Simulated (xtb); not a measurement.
CH2, SMILES [CH2] (connectivity only; charge and spin as stated), neutral, multiplicity 1. All values are semi-empirical tight-binding results from xtb (GFN2-xTB unless named), good for trends rather than for accurate numbers. Coordinates come from a GFN2-xTB optimisation. The isomer is the one that the SMILES or the coordinates give; other isomers of the formula were not compared.

Task: Estimate the properties. (The exact figures need the calculation; the answer reports its results.)

Result: 
```yaml
point_group_as_xtb_finds_it: C2v
orbital_gap: 0.95 eV
dipole_moment: 1.76 D
zero_point_energy: 10.2 kcal/mol
G − E(el) at 298.15 K (modified RRHO): -0.9 kcal/mol
static polarisability (D4 model): 14.1 bohr³
solvation energy, GFN2-xTB/ALPB(water): -0.6 kcal/mol
solvation energy, GFN2-xTB/ALPB(ch2cl2): -0.4 kcal/mol
```

Task: Give the IR lines (harmonic; lines under 4 % of the strongest left out, lines within 3 cm⁻¹ merged). (An estimate is asked for; the answer gives what the named calculation found.)

Result: ν (cm⁻¹): 1359 (m), 2857 (w), 2921 (vs) (against the strongest line: vs over 80 %, s over 45 %, m over 15 %, w over 4 %, vw less)
